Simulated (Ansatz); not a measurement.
## Pulling the pair apart

The pair of NH3 (SMILES N, atoms 1–4) and NH3 (SMILES N, atoms 5–8), both closed shells, in one local arrangement (a lower one may exist), relaxed at PBE0-D4/def2-TZVP:

N1  (0.277, -0.023, -1.742)
H2  (-0.030, -0.894, -2.156)
H3  (-0.021, -0.028, -0.768)
H4  (-0.234, 0.716, -2.210)
N5  (-0.079, 0.038, 1.452)
H6  (-0.317, -0.796, 1.974)
H7  (0.923, 0.166, 1.530)
H8  (-0.519, 0.821, 1.920)
(Å)

NH3 is shifted rigidly along the line between the mean atom positions of the two fragments (negative: closer). Counterpoise interaction energies in kJ/mol. Ansatz 0.2.0; basis: def2-TZVPPD; cores frozen in the correlated methods.

| shift (Å) | wB97M-V | HF | PBE0-D4 |
| --- | --- | --- | --- |
| -0.22 | -9.2 | 0.8 | -11.9 |
| -0.11 | -11.6 | -3.3 | -13.8 |
| 0.00 | -12.6 | -5.8 | -14.4 |
| 0.11 | -12.8 | -7.1 | -14.2 |
| 0.27 | -12.1 | -7.8 | -13.2 |
| 0.56 | -9.8 | -7.2 | -10.6 |
| 1.11 | -5.8 | -4.8 | -6.2 |
| 2.22 | -2.1 | -1.9 | -2.1 |

Question: What does CCSD(T) give at these shifts? (To be estimated.)

Answer: Computed: -7.9, -10.5, -11.7, -12.0, -11.5, -9.5, -5.7, -2.0 kJ/mol. For zero shift, CCSD(T) at an estimated basis limit (MP2 extrapolated from triple and quadruple zeta, plus CCSD(T) − MP2 in triple zeta) gives -12.8 kJ/mol. These are counterpoise interaction energies, counted from the two frozen fragments.

No T1 diagnostic of these runs exceeds 0.009.

For scale, one of the runs: CCSD(T)/def2-TZVPPD, 176 basis functions, launched by `ansatz run in.yaml --threads 2 --pin off --events-out ev --progress --plain --max-ram 5222MiB`. Time: 22 s of wall clock on 2 CPU threads of an Arm Neoverse V2; the host was shared. Peak host memory: 1.6 GiB.
